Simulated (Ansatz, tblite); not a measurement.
# The cluster Co₂O₂−: one state, many levels

The task here is to estimate one member of a computed series from the others.

Method: as each input shows; program: Ansatz 0.2.0, Gaussian basis.

Levels to be run: GFN1-xTB, GFN2-xTB, PBE-D4/def2-TZVPD, r2SCAN-D4/def2-TZVPD, LDA/def2-TZVPD, B3LYP-D4/def2-TZVPD, PBE-QIDH/def2-TZVPD, BHLYP-D4/def2-TZVPD, ωB97X-V/def2-TZVPD, PBE+5HF/def2-TZVPD, PBE+10HF/def2-TZVPD, PBE+15HF/def2-TZVPD, PBE+35HF/def2-TZVPD, PBE+50HF/def2-TZVPD, PBE-D4/def2-SVPD, PBE0-D4/def2-SVPD, HF/STO-3G, HF/6-31G, B3LYP-D4/6-31G, CCSD(T)/def2-SVPD, MP2/def2-TZVPD, RPA/def2-TZVPD.

5 further runs of the same task are left out: 1 for a known fault of the program, 3 that didn't finish, 1 set aside as unsound or not needed.

## The structure

The doublet was relaxed beforehand with PBE-D4/def2-SVPD. At that level it is the lowest of the isomers that a small search found.

4 atoms, charge -1, spin multiplicity 2.

Bond lengths: Co1–O3 1.778 Å, Co1–O4 1.778 Å, Co2–O3 1.806 Å, Co2–O4 1.806 Å. Angles: O3–Co1–O4 106.8°, O3–Co2–O4 104.4°, Co1–O3–Co2 74.4°, Co1–O4–Co2 74.4°.

No spin-orbit coupling is included. The ion is computed in the gas phase, without counter-ions or solvent.

PBE0-D4/def2-TZVPD was run before; its log isn't repeated, and its numbers join the tables.

The first run:

Tight binding, by tblite at 300 K electronic temperature and without a spin-polarisation term:

```python
tblite.interface.Calculator('GFN1-xTB', numbers, positions, charge=-1, uhf=1).singlepoint()
```

Tight binding, by tblite at 300 K electronic temperature and without a spin-polarisation term:

```python
tblite.interface.Calculator('GFN2-xTB', numbers, positions, charge=-1, uhf=1).singlepoint()
```

start.molden holds the orbitals of an earlier run on this state, given as this run's starting guess.

File in.yaml:

```yaml
crystal:
  periodic: [false, false, false]
  atoms:
    - {symbol: Co, position_ang: [-0.169669, 0.837051, 0.648452]}
    - {symbol: Co, position_ang: [0.173249, -0.854888, -0.662309]}
    - {symbol: O, position_ang: [0.820376, 0.823060, -0.828892]}
    - {symbol: O, position_ang: [-0.823957, -0.805223, 0.842738]}
basis:
  gaussian: {orbitals: def2-TZVPD, initial_orbitals: start.molden}
total_charge: -1
magnetization: {spin_polarized: true, initial_magnetization: 1}
hamiltonian: {xc: pbe, dispersion: d4}
scf: {omitted_lower_state_checks: [starts]}
output: {orbitals: {seedname: orbitals}}
```

The run is started by

```sh
> ansatz run in.yaml --threads 4 --pin off --events-out ev --progress --plain --max-ram 3916MiB
```

Steps of the session up to this table: PBE-D4/def2-TZVPD; r2SCAN-D4/def2-TZVPD; LDA/def2-TZVPD; B3LYP-D4/def2-TZVPD; PBE-QIDH/def2-TZVPD; BHLYP-D4/def2-TZVPD; ωB97X-V/def2-TZVPD; PBE+5HF/def2-TZVPD; PBE+10HF/def2-TZVPD; PBE+15HF/def2-TZVPD; PBE+35HF/def2-TZVPD; PBE+50HF/def2-TZVPD; PBE-D4/def2-SVPD; PBE0-D4/def2-SVPD; HF/STO-3G; HF/6-31G; B3LYP-D4/6-31G; CCSD(T)/def2-SVPD; MP2/def2-TZVPD; RPA/def2-TZVPD.

One table of the session follows, with a row left open; its other results are not shown here.

It belongs to the step «Levels side by side». 

| level | LUMO (eV) | gap (eV) |
| --- | --- | --- |
| HF/STO-3G | 8.56 | 8.03 |
| HF/6-31G | 4.20 | 4.92 |
| LDA/def2-TZVPD | 1.16 | 0.35 |
| PBE-D4/def2-SVPD | ? | ? |
| PBE-D4/def2-TZVPD | 1.46 | 0.47 |
| r2SCAN-D4/def2-TZVPD | 1.55 | 0.73 |
| B3LYP-D4/6-31G | 2.08 | 1.46 |
| B3LYP-D4/def2-TZVPD | 2.08 | 1.91 |
| PBE0-D4/def2-SVPD | 2.25 | 1.81 |
| PBE0-D4/def2-TZVPD | 2.25 | 1.85 |
| BHLYP-D4/def2-TZVPD | 2.62 | 2.61 |
| ωB97X-V/def2-TZVPD | 3.75 | 4.89 |
| PBE+5HF/def2-TZVPD | 1.72 | 0.98 |
| PBE+10HF/def2-TZVPD | 1.90 | 1.34 |
| PBE+15HF/def2-TZVPD | 2.01 | 1.57 |
| PBE+35HF/def2-TZVPD | 2.42 | 2.23 |
| PBE+50HF/def2-TZVPD | 2.76 | 2.91 |

Q: Estimate the row for PBE-D4/def2-SVPD from the others.

As computed: LUMO (eV): 1.45; gap (eV): 0.37. In the column «LUMO (eV)» it lies between LDA/def2-TZVPD (1.16) and PBE-D4/def2-TZVPD (1.46).

To keep in mind: Doubts: large T1 diagnostic, spin contamination. Notes on CCSD(T)/def2-SVPD: large T1 diagnostic, spin contamination.
